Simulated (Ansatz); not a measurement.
CHO (SMILES [CH]=O) moved off its minimum; all values from Ansatz (a program for electronic structure), cores frozen in correlated methods. Open shells are unrestricted.
(charge 0, multiplicity 2)
```xyz
3

C     -0.5303     0.4498     0.1221
O      0.4961    -0.1818     0.1151
H     -1.3895    -0.2147    -0.1774
```

### Question
Give the forces (eV/Å), the total energy and the dipole at CCSD(T)/aug-cc-pVTZ.

### Answer

```json
[
 {"atom": "C1", "Fx": "1.237", "Fy": "-2.181", "Fz": "-0.372"},
 {"atom": "O2", "Fx": "-0.564", "Fy": "1.420", "Fz": "0.278"},
 {"atom": "H3", "Fx": "-0.673", "Fy": "0.761", "Fz": "0.093"}
]
```
Energy -113.6866 hartree, dipole 1.49 D.
